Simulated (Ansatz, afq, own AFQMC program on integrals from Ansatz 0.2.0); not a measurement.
**Where AFQMC and coupled cluster stand for HClF, doublet**

```csv
atom,x (Å),y (Å),z (Å)
Cl,0.0000,0.0000,-1.5613
H,0.0000,0.0000,0.3307
F,0.0000,0.0000,1.2307
```

Connectivity, by distances: Cl ··· FH.

Basis cc-pVTZ. Only valence electrons are correlated. Ansatz 0.2.0 and our own AFQMC program on the same integrals; the CISD trial comes from CCSD amplitudes, and released means the phaseless constraint is let go. ± is one standard error of the sampling.

Determinant: UHF, the one that the program's search chose, which needn't be the lowest solution. The geometry is a point of a scan.

No full CI on the walks' own integrals is used here; CCSDT(Q) serves as the reference and is uncertain by about the last step of the cluster series.

Cautions: the released energies move by 1.5 errors or more from one time to the next, so no released level is given (meV from the phaseless value at times in 1/Eh: -8 ± 5 at 0.24, -3 ± 6 at 0.51, -2 ± 8 at 0.99, -19 ± 9 at 1.50), though the last usable value meets CCSDT(Q) within the noise.

The T1 diagnostic is 0.0077 and the weight of the determinant in the CISD state is 0.890. The ⟨S²⟩ of the determinant is 0.760 and the size of the correlated space is 15 electrons in 72 orbitals.

```json
{"level": "MP2", "correlation energy (eV)": "-11.8055"}
{"level": "CCSD", "correlation energy (eV)": "-12.4649"}
{"level": "CCSD(T)", "correlation energy (eV)": "-12.8065"}
```

Task: Estimate where phaseless AFQMC with a CISD trial lies against CCSD(T) on the same integrals.

Result: 1.7 ± 0.5 kJ/mol below CCSD(T).

Reference: CCSDT(Q), correlation energy -12.836 eV.

```tsv
level	E − E(reference) (kJ/mol)	share of correlation (%)
CCSD(T)	2.9	99.77
CCSDT	1.1	99.91
ph-AFQMC/CISD	1.1 ± 0.5	99.91
```

A walk keeps the symmetry of its determinant, which the program's search chose and which needn't be the lowest solution, so a lower state of the same spin and another symmetry isn't excluded.
